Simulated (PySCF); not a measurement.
PySCF input:

```python
from pyscf import gto, scf, dft

mol = gto.M(
    atom='''
    C    -0.01757571    0.09245593    1.57136089
    C    -0.00253030    0.02041354    0.22468106
    H    -0.01957867   -0.94890930    1.97860204
    C     0.00393210    1.27502722   -0.63260020
    H    -0.00533690    2.15164792    0.01652705
    H     0.89047130    1.33342414   -1.28748007
    H    -0.86819721    1.32921117   -1.30690294
    C     0.00994611   -1.24288159   -0.63099270
    H     0.00510366   -2.13392940    0.00074878
    H    -0.86054684   -1.30287082   -1.30779127
    H     0.89545144   -1.29866425   -1.28839789
    ''',
    basis='def2-tzvpd',
    charge=-1,
    spin=0,
    verbose=4,
)

mf = dft.RKS(mol, xc='tpssh').density_fit(auxbasis='def2-universal-jkfit')
mf.grids.level = 3
mf.conv_tol = 1e-9
mf.max_cycle = 100
mf.max_memory = 1500
mf.kernel()
if not mf.converged:
    mf = mf.newton()
    mf.kernel(mf.make_rdm1())
mf.analyze()
```

Question: Predict the final energy.

Answer: -156.62840 Eh (TPSSh/def2-TZVPD).

It need not be the lowest isomer of its formula. Whether it binds its extra electron was not tested at this geometry.
